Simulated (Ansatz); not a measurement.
System: double-hcp La. Method: r²SCAN (PAW; Ansatz, a first-principles code).

Run with plane-wave cutoff 500 eV, 24×24×6 k mesh (along the axes of the cell as run), Fermi–Dirac smearing 0.1 eV, scalar-relativistic PAW data made under PBE.

Computed at the level's own relaxed cell.

### Question
Give the computed volume per atom, lattice constant a and c axis length.

### Answer

- volume per atom: 37.40 Å³/atom
- lattice constant a: 3.783 Å
- c axis length: 12.068 Å

Measured, for comparison: lattice constant a 3.774 Å, lattice parameter c 12.171 Å (293 K, not corrected to a static lattice; as tabulated in Wikipedia's data pages). Computed (rounded) less measured: lattice constant a +0.2 %, lattice parameter c -0.8 %. A static lattice is as a rule a little smaller and stiffer than an uncorrected measurement, which narrows the difference in the lattice parameter c and would widen misses of the other sign.

Spin–orbit coupling is not included.

The computed numbers hold no vibrational or temperature effects.

Cost on a shared machine: about 6 core-minutes (a rough figure).
